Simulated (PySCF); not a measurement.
Bond length, frequency and bond energy of CF⁺ by level of theory

State: ¹Σ⁺ (singlet), closed shell. Set-up: C aug-cc-pVDZ, F aug-cc-pVDZ; no relativity (PySCF 2.14). De refers to C⁺ + F in their high-spin ground configurations, without counterpoise correction. A positive dipole points towards F; it is taken about the centre of mass and depends on that origin.

```tsv
Level	Re (Å)	ωe (cm⁻¹)	De (eV)	μ (D)	CPU s a point (SCF and correlation, without the integrals)
RHF	1.141	1912	5.11	-1.29	0.049
RHF-MP2	1.172	1731	7.60	n/a	0.073
RHF-SCS-MP2	1.171	1737	7.33	n/a	n/a
RHF-CCSD	1.171	1734	6.99	n/a	n/a
RHF-CCSD(T)	1.178	1685	7.20	n/a	0.72
PBE	1.180	1655	8.30	-1.01	0.41
r²SCAN	1.169	1716	7.85	-1.03	0.64
TPSSh	1.172	1711	7.63	-1.05	0.72
B3LYP	1.166	1740	7.63	-1.08	0.48
PBE0	1.163	1765	7.73	-1.07	0.75
r²SCAN0	1.157	1797	7.39	-1.08	0.66
LC-ωPBE	1.163	1787	7.86	-1.02	0.47
```

The bond length runs from 1.141 Å (RHF) to 1.180 Å (PBE). De spans 5.11 eV (RHF, mean field) to 8.30 eV (PBE, GGA). Correlation at CCSD(T) changes the Hartree–Fock bond energy by +2.09 eV; the triples alone change it by +0.21 eV.

Correlated steps freeze 2 core orbitals. Correlated levels converge slowly with the basis: in double zeta they bind strong bonds too weakly, by up to about 1 eV, and carry superposition errors of some tenths. For an ion De counts to the pair picked by the measured ionisation energies or electron affinities, which need not be the lowest pair at this level. Where the molecule has an RHF reference, its open-shell atoms are computed with UHF. The CCSD T1 diagnostic is raised, a sign that a single reference may not be enough here.

The whole job (state search and all levels along the bond) took about 1.2 min on 1 thread of Arm Neoverse V1 (shared host), peak memory 0.5 GiB.
